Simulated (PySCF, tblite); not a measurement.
P₅H₅.
Atom-mapped SMILES: `[pH:1]1[pH:2][pH:3][pH:4][pH:5]1` (hydrogens: H6 on P1; H7 on P2; H8 on P3; H9 on P4; H10 on P5)

Computed with GFN2-xTB (tblite), gas phase: Langevin dynamics at 300 K from the optimised GFN2-xTB geometry, time step 0.5 fs, friction 0.01 fs⁻¹, 2000 steps. Over the second half of the run the saved frames average 309 K.

Frame at 250 fs, instantaneous temperature 181 K:
```
atom  x, y, z in Å
P1     -0.553   -1.700   -0.294
P2      1.489   -0.658   -0.332
P3      0.886    0.646    1.282
P4     -0.492    1.509   -0.098
P5     -1.939   -0.093    0.056
H6     -0.605   -1.600   -1.719
H7      2.193   -1.613    0.375
H8      2.085    1.477    1.169
H9     -1.345    2.257    0.768
H10    -1.917   -0.223    1.453
```

Frame at 425 fs, instantaneous temperature 214 K:
```
atom  x, y, z in Å
P1     -0.384   -1.818   -0.348
P2      1.579   -0.924   -0.041
P3      1.064    1.005    1.083
P4     -0.806    1.421    0.130
P5     -1.980   -0.438    0.297
H6     -0.594   -1.369   -1.652
H7      1.737   -1.459    1.246
H8      1.728    1.854    0.075
H9     -1.507    2.116    1.179
H10    -1.736   -0.744    1.621
```

Frame at 625 fs, instantaneous temperature 225 K:
```
atom  x, y, z in Å
P1     -0.309   -1.968   -0.262
P2      1.542   -0.865   -0.194
P3      1.071    0.727    1.260
P4     -0.796    1.230    0.367
P5     -1.858   -0.701    0.571
H6     -0.625   -1.626   -1.580
H7      2.201   -1.797    0.636
H8      1.693    1.760    0.498
H9     -1.220    1.759    1.562
H10    -1.617   -0.945    1.887
```

Frame at 800 fs, instantaneous temperature 475 K:
```
atom  x, y, z in Å
P1     -0.878   -1.605   -0.292
P2      1.167   -0.896   -0.282
P3      1.171    0.546    1.328
P4     -0.583    1.576    0.612
P5     -1.950   -0.177    0.903
H6     -1.167   -0.942   -1.460
H7      1.692   -1.921    0.494
H8      2.114    1.391    0.699
H9     -0.910    1.965    1.952
H10    -1.217   -0.551    2.118
```

Frame at 1000 fs, instantaneous temperature 390 K:
```
atom  x, y, z in Å
P1     -1.458   -1.309   -0.318
P2      0.760   -0.853   -0.303
P3      0.698    0.843    1.285
P4     -1.006    1.786    0.437
P5     -2.420    0.166    0.945
H6     -1.707   -0.476   -1.481
H7      0.875   -1.966    0.578
H8      1.606    1.672    0.612
H9     -1.378    2.514    1.540
H10    -1.756   -0.157    2.155
```

Task: What do single points at PBE0/pcSseg-1 (PySCF, gas phase) give on these frames?

Result: 
| t (fs) | GFN2-xTB E above start (eV) | DFT E above lowest frame (eV) | HOMO (eV) | LUMO (eV) | dipole (D) |
| --- | --- | --- | --- | --- | --- |
| 250 | 0.37 | 0.28 | -6.71 | -1.46 | 1.29 |
| 425 | 0.31 | 0.00 | -6.85 | -1.59 | 0.98 |
| 625 | 0.17 | 0.07 | -6.78 | -1.22 | 1.20 |
| 800 | 0.18 | 0.07 | -6.80 | -1.12 | 0.98 |
| 1000 | 0.31 | 0.03 | -6.94 | -1.45 | 1.32 |

The two levels order the frames alike by energy but for pairs within 0.08 eV at one level; measured from each level's lowest frame they differ by 0.14 eV at most. The HOMO–LUMO gap runs from 5.25 to 5.68 eV. These are instantaneous structures, not minima.

Task: And the isotropic GIAO shieldings (ppm) from the same runs?

Result: 
```tsv
atom	250 fs	425 fs	625 fs	800 fs	1000 fs	mean	range
P1	455.9	438.8	461.1	477.5	414.7	449.6	62.8
P2	453.7	398.5	424.3	449.0	395.8	424.3	57.9
P3	444.1	390.3	424.9	450.3	416.8	425.3	60.0
P4	471.5	417.4	459.8	438.9	452.7	448.1	54.1
P5	496.4	389.8	433.5	406.4	408.2	426.9	106.6
H6	27.9	28.9	28.7	29.5	28.0	28.6	1.6
H7	28.3	27.8	27.8	28.4	27.6	28.0	0.8
H8	26.7	26.4	27.2	27.5	27.4	27.0	1.1
H9	27.6	26.9	28.0	27.4	28.2	27.6	1.3
H10	28.9	28.5	29.0	27.7	28.4	28.5	1.3
```

The cost below is that of the whole dynamics run. Time: 15 s wall; peak memory 0.18 GiB. Hardware: one thread of an AMD EPYC 7B13 (shared host).
